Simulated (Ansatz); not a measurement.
A made-up structure of MgAlH₃, closed shell:

Mg1  (-0.359, 0.861, -0.556)
Al2  (0.546, -1.312, 0.846)
H3  (1.050, -2.517, 1.624)
H4  (-1.800, 0.850, -1.496)
H5  (0.455, 2.376, -0.584)
(Å)

It is relaxed with PBE-D4/def2-SVP and then PBE0-D4/def2-TZVP (Ansatz 0.2.0). Atoms count as bonded within 1.22 times the sum of their covalent radii (H–H: 0.88 Å). The end point is not checked to be a true minimum.

Question: Does its bonding change? (Judge from chemistry; the calculation decides.)

Answer: The calculation gives: Yes. Formed: Al2–H5; broken: none.

Where it ends: The first stage lowers the energy by 1.05 eV in 22 steps. It ends as MgAlH₃ ([H]1[MgH][AlH]1):
```xyz
5
angstrom
Mg -0.9607 0.5211 -0.8239
Al 0.3708 -1.1196 0.6593
H 1.6649 -1.3142 1.5805
H -1.8752 1.5563 -1.8085
H 0.6926 0.6140 0.2262
```

Labels in which every atom is bracketed show which atoms are joined, not bond orders.

For scale, one of the runs: PBE0-D4/def2-TZVP relaxation, 87 basis functions, launched by `ansatz run in.yaml --threads 2 --pin off --events-out ev --progress --plain --max-ram 4352MiB`. Hardware: 2 CPU threads of an Arm Neoverse V2, shared host. Wall time about 8 s.
